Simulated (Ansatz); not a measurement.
# AlH2O (doublet): from Hartree-Fock to the top rungs, cc-pVDZ

An exercise on one series of results from a longer session: the logs are not shown, and one member is left open.

Computed with Ansatz 0.2.0, Gaussian basis. Level: cc-pVDZ, core rule «outside noble gas», up to 6 orbitals frozen.

To be run: UHF; CCSD(T) on ROHF; CCSD(T) on UHF; BCCD(T) on ROHF; CISD; CCSDT(Q) on ROHF; CCSDT(Q) on UHF.

36 further runs of the same task are left out: 16 for a known fault of the program, 7 that didn't finish, 13 set aside as unsound or not needed.

### The geometry

The geometry is a PBE0/def2-TZVP stationary point (not a proven minimum).

4 atoms, charge 0, spin multiplicity 2.

Atoms are counted from 1 here; the program's logs count them from 0.

Bond lengths: Al1–O2 1.700 Å, Al1–H3 1.613 Å, O2–H4 0.957 Å. Angles: O2–Al1–H3 118.4°, Al1–O2–H4 124.9°.

Coordinates:

```
Al    0.0000   -0.0790    0.6344
O     0.0000    0.0002   -1.0633
H     0.0000    1.3020    1.4673
H     0.0000    0.8101   -1.5729
```

The first run:

File in.yaml:

```yaml
crystal:
  periodic: [false, false, false]
  atoms:
    - {symbol: Al, position_ang: [0.000000, -0.079020, 0.634433]}
    - {symbol: O, position_ang: [0.000000, 0.000201, -1.063260]}
    - {symbol: H, position_ang: [0.000000, 1.302005, 1.467317]}
    - {symbol: H, position_ang: [0.000000, 0.810086, -1.572931]}
basis:
  gaussian: {orbitals: cc-pVDZ}
magnetization: {spin_polarized: true, initial_magnetization: 1}
hamiltonian: {xc: hf}
output: {orbitals: {seedname: orbitals}}
```

Command:

```
ansatz run in.yaml --threads 1 --pin off --events-out ev --progress --plain --max-ram 2393MiB
```

Among the steps run: UHF; CCSD(T) on ROHF; CCSD(T) on UHF; BCCD(T) on ROHF; CISD; CCSDT(Q) on ROHF; CCSDT(Q) on UHF.

One table of the session follows, with a row left open; its other results are not shown here.

It belongs to the step «Misses and costs». 

```
   method  from UCCSDT(Q) (meV)
     ROHF               +7144.5
      UHF               +7112.9
     RMP2                +605.5
     UMP2                +594.0
     CISD                +626.0
    RCCSD                +177.1
    UCCSD                +175.7
 RCCSD(T)                 +34.3
 UCCSD(T)                 +33.6
  BCCD(T)                 +32.3
   RCCSDT                 +19.6
   UCCSDT                 +19.2
RCCSDT(Q)                     ?
UCCSDT(Q)                     0
```

Estimate the missing values for RCCSDT(Q).

As computed: from UCCSDT(Q) (meV): +2.2. In the column «from UCCSDT(Q) (meV)» it lies between UCCSDT(Q) (0) and UCCSDT (+19.2).

With the free atoms at the same levels and basis (separate runs), the atomisation energy is 10.540 eV at UCCSDT(Q), 10.523 eV at RCCSD(T), 10.521 eV at UCCSD(T), 8.133 eV at ROHF.

Caveats from the session: Restricted and unrestricted rows rest on different reference determinants; where their highest levels disagree by more than a few hundredths of an eV, they describe different states and don't form one ladder.
